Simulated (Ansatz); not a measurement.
**C2H3NO: a ladder of functionals and wavefunction methods**

The task here is to estimate one member of a computed series from the others.

Computed with Ansatz 0.2.0, Gaussian basis. Level: functionals in def2-TZVPP, the program's frozen cores in correlated methods.

Levels to be run: LDA (SPW92), PBE-D4, revPBE-D4, BLYP-D4, r2SCAN-D4, B97M-V, PBE0-D4, B3LYP-D4, r2SCANh-D4, r2SCAN0-D4, HSE06-D4, BHLYP-D4, CAM-B3LYP-D4, LC-ωPBE, ωB97X-V, ωB97M-V, B2PLYP, PBE-QIDH; CCSD(T)/def2-SVP; CCSD(T)/def2-TZVPP; MP2/def2-QZVPP; extrapolation to the limit; RPA on PBE.

**Structure used throughout**

All runs share one geometry, relaxed beforehand with PBE0-D4 in a triple-zeta def2 set.

SMILES `C1=NCO1`, 7 atoms, charge 0, spin multiplicity 1.

Atoms are counted from 1 here; the program's logs count them from 0.

Bond lengths: C1–N2 1.278 Å, C1–O4 1.355 Å, C1–H5 1.086 Å, N2–C3 1.459 Å, C3–O4 1.467 Å, C3–H6 1.090 Å, C3–H7 1.090 Å. Angles: N2–C1–O4 104.4°, N2–C1–H5 133.0°, O4–C1–H5 122.7°, C1–N2–C3 84.0°, N2–C3–O4 90.6°, N2–C3–H6 115.0°, N2–C3–H7 115.0°, O4–C3–H6 110.9°, O4–C3–H7 110.9°, H6–C3–H7 112.5°, C1–O4–C3 81.1°.

Coordinates:

```mol
C2H3NO
  3D, bonds by distance, orders not assigned

  7  7  0  0  0  0  0  0  0  0999 V2000
   -0.9279    0.3099   -0.3139 C   0  0
   -0.4113    0.4987    0.8393 N   0  0
    0.7218   -0.2328    0.2822 C   0  0
    0.0169   -0.3807   -0.9961 O   0  0
   -1.8810    0.5884   -0.7527 H   0  0
    0.9104   -1.2055    0.7371 H   0  0
    1.6324    0.3540    0.1583 H   0  0
  1  2  8  0
  2  3  8  0
  3  4  8  0
  1  5  8  0
  3  6  8  0
  3  7  8  0
  1  4  8  0
M  END
```

Set-up of the first run:

Input file in.yaml:

```yaml
crystal:
  periodic: [false, false, false]
  atoms:
    - {symbol: C, position_ang: [-0.927905, 0.309892, -0.313862]}
    - {symbol: N, position_ang: [-0.411338, 0.498660, 0.839276]}
    - {symbol: C, position_ang: [0.721798, -0.232772, 0.282189]}
    - {symbol: O, position_ang: [0.016884, -0.380694, -0.996063]}
    - {symbol: H, position_ang: [-1.881019, 0.588386, -0.752656]}
    - {symbol: H, position_ang: [0.910394, -1.205542, 0.737079]}
    - {symbol: H, position_ang: [1.632385, 0.353971, 0.158336]}
basis:
  gaussian: {orbitals: def2-TZVPP}
hamiltonian: {xc: lda}
output: {orbitals: {seedname: orbitals}}
```

Command:

```sh
$ ansatz run in.yaml --threads 2 --pin off --events-out ev --progress --plain --max-ram 4352MiB
```

Among the steps run: LDA; PBE-D4 (GGA); revPBE-D4 (GGA); BLYP-D4 (GGA); r2SCAN-D4 (meta-GGA); B97M-V (meta-GGA); PBE0-D4 (hybrid); B3LYP-D4 (hybrid); r2SCANh-D4 (hybrid); r2SCAN0-D4 (hybrid); HSE06-D4 (hybrid); BHLYP-D4 (hybrid); CAM-B3LYP-D4 (range-separated); LC-ωPBE (range-separated); ωB97X-V (range-separated); ωB97M-V (range-separated); B2PLYP (double hybrid); PBE-QIDH (double hybrid).

One table of the session follows, with a row left open; its other results are not shown here.

It belongs to the step «Frontier levels by functional». 

| functional | HOMO (eV) | gap (eV) |
| --- | --- | --- |
| LDA (SPW92) | -6.92 | 5.67 |
| PBE-D4 | -6.70 | 5.68 |
| revPBE-D4 | ? | ? |
| BLYP-D4 | -6.57 | 5.63 |
| r2SCAN-D4 | -6.97 | 6.17 |
| B97M-V | -7.00 | 6.25 |
| PBE0-D4 | -8.10 | 8.13 |
| B3LYP-D4 | -7.85 | 7.58 |
| r2SCANh-D4 | -7.49 | 7.08 |
| r2SCAN0-D4 | -8.28 | 8.46 |
| HSE06-D4 | -7.69 | 7.33 |
| BHLYP-D4 | -9.36 | 10.49 |
| CAM-B3LYP-D4 | -9.53 | 10.70 |
| LC-ωPBE | -10.92 | 13.37 |
| ωB97X-V | -10.52 | 12.88 |
| ωB97M-V | -10.44 | 12.68 |

**Question.** Estimate the row for revPBE-D4.

As computed: HOMO (eV): -6.62; gap (eV): 5.69. In the column «HOMO (eV)» it lies between PBE-D4 (-6.70) and BLYP-D4 (-6.57).
